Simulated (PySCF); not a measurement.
LiF, SMILES [Li][F]. Atoms are numbered in the order given.

```xyz
2

Li     0.0000     0.0000    -1.1760
F      0.0000     0.0000     0.3920
```
Charge 0, spin multiplicity 1.

Geometry optimised at PBE0-D3(BJ)/def2-TZVPD.

Computed with PBE/pcSseg-2 (PySCF).

GIAO shieldings, no solvent; atoms alike by connectivity are averaged. δ = σ(ref) − σ: ¹⁹F against CFCl3 (σ = 132.0 ppm), references at their B3LYP-D3(BJ)/def2-TZVP geometries, non-relativistic.

Task: Estimate the chemical shifts. (The exact figures need the calculation; the answer reports its results.)

Result: 
```csv
nucleus,atoms,count,δ (ppm)
¹⁹F,F2,1,-190.0
```
